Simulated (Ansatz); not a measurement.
C4H6O2 can be A, `C=CCOC=O`, or B, `C=C=C(O)CO`.

Isolated molecules relaxed with PBE0-D4/def2-TZVP in Ansatz; ΔE leaves out vibrations. CCSD(T)/CBS adds triple-zeta CCSD(T) − MP2 to the extrapolated MP2 energy (def2 sets, frozen cores). DFT in def2-TZVPP. B3LYP here is the variant with VWN-RPA as its local correlation; programs differ in this. Each species was taken in one conformer, which may not be the lowest.

(1) Which isomer does CCSD(T)/CBS put lower? Give the gap. (An estimate is asked.)

(2) Give E(B) − E(A) in kJ/mol with PBE-D4, B3LYP-D4, ωB97M-V, HF/def2-TZVPP, CCSD/def2-TZVPP, B3LYP, CCSD(T)/def2-TZVPP. (An estimate is asked.)

Largest T1 diagnostic: 0.014.

Answers

(1) Computed: A, by 126.7 kJ/mol.

(2) The calculation gave: PBE-D4 121.7, B3LYP-D4 127.7, ωB97M-V 129.0, HF/def2-TZVPP 152.4, CCSD/def2-TZVPP 132.5, B3LYP 128.8, CCSD(T)/def2-TZVPP 132.1. None reverses the order clearly.

In def2-TZVPP, CCSD(T) changes the Hartree–Fock value by −20.3 kJ/mol (the triples alone add −0.4 kJ/mol) and MP2 by −19.6 kJ/mol.
